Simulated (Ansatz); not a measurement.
Run this with the Python package of Ansatz (0.2.0) and show what comes out.

`pa_ch2n2.py`:
```python
import ansatz as az
import numpy as np

geometry = (
    az.Crystal.molecule()
    .atom("N", (0.4924, -1.3353, 1.3747))
    .atom("C", (0.2192, -0.554, 0.5021))
    .atom("N", (-0.0798, 0.313, -0.4916))
    .atom("H", (-0.8403, 0.2241, -1.0167))
    .atom("H", (0.2584, 1.2786, -0.4099))
)

setup = geometry.calculation().basis(gaussian="cc-pVDZ").functional("B3LYP")
symbols = [site.symbol for site in geometry.cartesian_sites]
start = np.array([site.position_ang for site in geometry.cartesian_sites], dtype=float)
report = setup.relax(force_tolerance=0.01).run(threads=1, pin="off").report
end = np.array(report["positions_ang"])

away = sum((end[2] - end[j]) / np.linalg.norm(end[2] - end[j]) for j in [1, 3, 4]) + np.array([0.15, 0.1, -0.2])
proton = end[2] + 1.0 * away / np.linalg.norm(away)
acid = az.Crystal.molecule()
for symbol, place in zip(symbols, end):
    acid = acid.atom(symbol, place.tolist())
acid = acid.atom("H", proton.tolist())
protonated = (
    acid.calculation()
    .basis(gaussian="cc-pVDZ")
    .functional("B3LYP")
    .charge(1)
    .relax(force_tolerance=0.01, max_steps=80)
)
after = protonated.run(threads=1, pin="off").report
xyz = np.array(after["positions_ang"])
reach = np.linalg.norm(xyz[:-1] - xyz[-1], axis=1)
print(f"base {report['free_energy_ev']:.5f} eV, protonated {after['free_energy_ev']:.5f} eV")
print(f"the proton ends {reach.min():.3f} A from {symbols[reach.argmin()]}{reach.argmin()}")
print(f"electronic proton affinity {96.485332 * (report['free_energy_ev'] - after['free_energy_ev']):.1f} kJ/mol")
```

```console
$ python pa_ch2n2.py
base -4048.88179 eV, protonated -4056.48284 eV
the proton ends 1.040 A from N2
electronic proton affinity 733.4 kJ/mol
```

Reading the output:
- Total energies depend on the basis set; only differences at equal settings carry meaning.
- The proton is put on one chosen atom, which needn't be the most basic site, so the molecule's proton affinity can be higher; the ends are stationary points, not checked by frequencies, and zero-point and thermal terms count only where printed.
- b3lyp holds the VWN-RPA fit, as in Gaussian; the form of ORCA and Turbomole is b3lyp5.
- Wall time of the script: 16 s on 1 thread of Arm Neoverse V1, on a shared host, peak memory 0.18 GiB.
